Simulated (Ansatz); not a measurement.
Abridged output of a molecular run in Ansatz:

```
Functional definition: HF
981 factors; integrals over basis functions are off by at most 1.0e-3 eV
mean field evaluation 1: about -20223.3755 eV, gradient 2.5e1 eV
mean field evaluation 2: about -20223.3804 eV, gradient 2.5e1 eV
mean field evaluation 4: about -20226.6991 eV, gradient 2.7e0 eV
mean field evaluation 8: about -20226.8019 eV, gradient 1.4e-1 eV
mean field evaluation 16: about -20226.8024 eV, gradient 8.9e-4 eV
mean field -20226.91080414 eV, -743.3252617595 hartree, gradient 1.7e-6 eV, S^2 0.763027; 4 other end points of the search recorded, 0 dependent functions left out
11 core orbitals not correlated: weight in the atoms' cores, before any rotation towards them, 1.000 or more for the frozen orbitals, at most 0.000 for the correlated occupied ones
reference -20226.91080414 eV, -743.3252617595 hartree; 10, 9 occupied and 150, 151 virtual orbitals, 981 factors
second order -13.12346168 eV of doubles, -0.00000000 eV of singles
cycle   1  -13.88379362 eV  change   -7.6e-1 eV  update   8.2e-2
cycle   2  -14.25603850 eV  change   -3.7e-1 eV  update   2.6e-2
cycle   3  -14.32584833 eV  change   -7.0e-2 eV  update   1.7e-2
cycle   4  -14.32498177 eV  change    8.7e-4 eV  update   7.3e-3
cycle   5  -14.32468418 eV  change    3.0e-4 eV  update   5.8e-3
cycle   6  -14.32658777 eV  change   -1.9e-3 eV  update   3.5e-3
cycle   7  -14.32692886 eV  change   -3.4e-4 eV  update   1.8e-3
cycle   8  -14.32778936 eV  change   -8.6e-4 eV  update   1.1e-3
cycle   9  -14.32782239 eV  change   -3.3e-5 eV  update   6.2e-4
cycle  10  -14.32754248 eV  change    2.8e-4 eV  update   3.0e-4
cycle  11  -14.32774650 eV  change   -2.0e-4 eV  update   1.3e-4
cycle  12  -14.32774888 eV  change   -2.4e-6 eV  update   5.7e-5
cycle  13  -14.32776649 eV  change   -1.8e-5 eV  update   2.2e-5
perturbative correction -0.56161671 eV, -0.0206390334 hartree
Total energy: -20241.80018734 eV, -743.8724364998 hartree
Checks for a lower state left out: cluster_reference
```

Its atoms:

Cartesian coordinates in Å:
```
N -0.448 -0.906 0.362
Si 0.172 0.666 0.022
S 1.146 0.476 -1.855
H 0.196 -1.648 0.590
H -1.220 -1.257 -0.184
H 1.116 1.047 1.100
H -0.961 1.621 -0.036
```

Task: Which basis set was used?
A. def2-SVPD
B. def2-TZVPP
C. cc-pV(D+d)Z
D. def2-TZVPPD

Result: B. It gives 171 functions.

Task: Write the keys of the input that set method, charge and spin (a neutral closed shell needs none for the last two).

Result: 
```yaml
magnetization: {spin_polarized: true, initial_magnetization: 1}
correlation: {method: ccsd_t}
scf: {omitted_lower_state_checks: [cluster_reference]}
```
